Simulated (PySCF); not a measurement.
Compound: i-PrOEt, C5H12O.
Bonds: C1–C2, C2–O3, O3–C4, C4–C5, C4–C6. Hydrogens: H7, H8, H9 on C1; H10, H11 on C2; H12 on C4; H13, H14, H15 on C5; H16, H17, H18 on C6.

The same species was optimised twice, with GFN2-xTB and with PBE0-D3(BJ)/def2-SVP (PySCF), and the same property calculations (PySCF, gas phase) were run on both structures.

| coordinate | GFN2-xTB | PBE0-D3(BJ)/def2-SVP | change |
| --- | --- | --- | --- |
| C1–C2 (Å) | 1.521 | 1.510 | -0.011 |
| C4–C5 (Å) | 1.526 | 1.516 | -0.010 |
| C2–O3 (Å) | 1.409 | 1.399 | -0.010 |
| C4–C6 (Å) | 1.531 | 1.523 | -0.008 |
| O3–C4 (Å) | 1.415 | 1.410 | -0.005 |
| C5–C4–C6 (°) | 110.8 | 112.2 | +1.4 |
| O3–C4–C6 (°) | 112.6 | 111.9 | -0.7 |
| C1–C2–O3 (°) | 108.4 | 108.7 | +0.3 |
| O3–C4–C5 (°) | 106.5 | 106.7 | +0.2 |
| C2–O3–C4 (°) | 115.6 | 115.8 | +0.2 |
| C1–C2–O3–C4 (°) | -168 | -175 | -7 |
| C2–O3–C4–C5 (°) | 167 | 161 | -6 |

Rotational constants: A = 6829, B = 1939, C = 1633 MHz (GFN2-xTB) against A = 6786, B = 1949, C = 1652 MHz (PBE0-D3(BJ)/def2-SVP). Point groups within 0.08 Å: C1 and C1. Atoms that the bonding makes alike are paired by their places after alignment.

On the GFN2-xTB structure: HOMO (eV) -7.22 [PBE0/pcSseg-1]; LUMO (eV) 1.54 [PBE0/pcSseg-1]; dipole (D) 1.19 [PBE0/pcSseg-1]; GIAO shielding of C1 (ppm) 168.4 [PBE0/pcSseg-1]; GIAO shielding of C2 (ppm) 118.6 [PBE0/pcSseg-1]; GIAO shielding of O3 (ppm) 256.3 [PBE0/pcSseg-1]; GIAO shielding of C4 (ppm) 110.2 [PBE0/pcSseg-1]; GIAO shielding of C5/C6 (mean) (ppm) 162.8 [PBE0/pcSseg-1].

**Question.** What do these properties become on the PBE0-D3(BJ)/def2-SVP structure?

**Answer.** 
```tsv
property	level	on GFN2-xTB	on PBE0-D3(BJ)/def2-SVP	change
HOMO (eV)	PBE0/pcSseg-1	-7.22	-7.23	-0.01
LUMO (eV)	PBE0/pcSseg-1	1.54	1.49	-0.05
dipole (D)	PBE0/pcSseg-1	1.19	1.16	-0.03
energy, GFN2-xTB geometry as zero (kcal/mol)	PBE0/pcSseg-1	0.0	-0.4	-0.4
GIAO shielding of C1 (ppm)	PBE0/pcSseg-1	168.4	166.6	-1.8
GIAO shielding of C2 (ppm)	PBE0/pcSseg-1	118.6	119.3	+0.7
GIAO shielding of O3 (ppm)	PBE0/pcSseg-1	256.3	258.8	+2.5
GIAO shielding of C4 (ppm)	PBE0/pcSseg-1	110.2	111.7	+1.5
GIAO shielding of C5/C6 (mean) (ppm)	PBE0/pcSseg-1	162.8	161.8	-1.0
```

The heavy atoms differ by 0.054 Å rms after alignment. Among bonds between heavy atoms C1–C2, C2–O3 and C4–C5 change most and about equally (-0.011 to -0.010 Å). Changes are differences of the printed values. Neither structure is proved a minimum here.

Shape of the structure used: `[CH3:1][CH2:2][O:3][CH:4]([CH3:5])[CH3:6]`: C1–C2–O3–C4 -175°, C2–O3–C4–C5 161°.
